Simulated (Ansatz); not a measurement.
# Pulling the pair apart

The pair of HCl (SMILES Cl, atoms 1–2) and HCN (SMILES C#N, atoms 3–5), both closed shells, in one local arrangement (a lower one may exist), relaxed at PBE0-D4/def2-TZVP:

```xyz
5
angstrom
Cl -0.1817 -0.3651 -2.1968
H 0.1163 0.8655 -2.3876
C 0.0190 -0.1739 1.5046
N 0.1186 0.0400 2.6260
H -0.0723 -0.3664 0.4539
```

HCN is shifted rigidly along the line between the mean atom positions of the two fragments (negative: closer). Counterpoise interaction energies in kJ/mol. Program: Ansatz 0.2.0. Basis: def2-TZVPPD. Cores are frozen in the correlated methods. B3LYP uses VWN-RPA correlation.

```tsv
shift (Å)	B3LYP-D4	HF	MP2
-0.27	-5.2	2.1	-3.8
-0.13	-6.8	-1.2	-5.7
0.00	-7.4	-3.0	-6.4
0.13	-7.3	-3.9	-6.5
0.32	-6.6	-4.3	-6.1
0.66	-5.0	-3.9	-4.8
1.33	-2.7	-2.6	-2.8
2.65	-1.1	-1.1	-1.1
```

Q: What does CCSD(T) give at these shifts? (An estimate is asked for; the value comes from the calculation.)

A: The calculation gives: -3.0, -5.1, -6.0, -6.2, -5.9, -4.7, -2.7, -1.0 kJ/mol. For zero shift, CCSD(T) at an estimated basis limit (MP2 extrapolated from triple and quadruple zeta, plus CCSD(T) − MP2 in triple zeta) gives -7.0 kJ/mol. These are counterpoise interaction energies, counted from the two frozen fragments.

T1 diagnostic: at most 0.012.

For scale, one of the runs: CCSD(T)/def2-TZVPPD, 159 basis functions, launched by `ansatz run in.yaml --threads 2 --pin off --events-out ev --progress --plain --max-ram 5222MiB`. Hardware: 2 CPU threads of an Intel Xeon Platinum 8259CL, shared host. Wall time 16 s; peak host memory 1.1 GiB.
